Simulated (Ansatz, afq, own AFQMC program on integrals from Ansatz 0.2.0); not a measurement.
## BH4⁺, triplet: AFQMC among the cluster methods

```xyz
5

B     0.0000    0.0000    0.0000
H     0.5226    0.5378    1.1694
H    -0.5373   -0.5208    1.1704
H    -0.5219    0.5214   -1.1771
H     0.5367   -0.5384   -1.1627
```

Basis cc-pVDZ. Only valence electrons are correlated. Ansatz 0.2.0 and our own AFQMC program on the same integrals; the CISD trial comes from CCSD amplitudes, and released means the phaseless constraint is let go. Uncertainties: one standard error, sampling alone.

Determinant: UHF, the one that the program's search chose, which needn't be the lowest solution. The geometry is a point of a scan.

Full CI on the same integrals is exact in this basis and with this determinant's frozen core.

Cautions: lower spins were not checked.

* T1 diagnostic: 0.0145
* weight of the determinant in the CISD state: 0.932
* ⟨S²⟩ of the determinant: 2.012
* size of the correlated space: 6 electrons in 33 orbitals

| level | correlation energy (eV) |
| --- | --- |
| MP2 | -2.3718 |
| CCSD | -3.0714 |
| CCSD(T) | -3.1374 |

(1) Estimate where phaseless AFQMC with a CISD trial lies against CCSD(T) on the same integrals.

(1) 0.34 ± 0.12 mEh below CCSD(T).

Reference: full CI, correlation energy -3.158 eV. The released energy is read at 2.40 1/Eh (meV from the phaseless value at times in 1/Eh: -5.9 ± 0.8 at 0.24, -8.5 ± 0.8 at 0.51, -10.1 ± 0.9 at 0.99, -10.9 ± 1.0 at 1.62, -10.6 ± 1.1 at 2.40).

```tsv
level	E − E(reference) (mEh)	share of correlation (%)
CCSD(T)	0.77	99.34
CCSDT	0.06	99.95
CCSDT(Q)	0.01	99.99
CCSDTQ	0.00	100.00
ph-AFQMC/HF	2.00 ± 0.48	98.27
ph-AFQMC/CISD	0.43 ± 0.12	99.63
released AFQMC	0.03 ± 0.04	99.97
```

CCSDT and higher add their correlation energy to the determinant of the CCSD(T) run, since their own runs factorise the integrals more tightly (a shift of under 2 meV). A walk keeps the symmetry of its determinant, which the program's search chose and which needn't be the lowest solution, so a lower state of the same spin and another symmetry isn't excluded. Released energies are given only where the last usable release times agree within the noise; a slower fall can still hide under it.
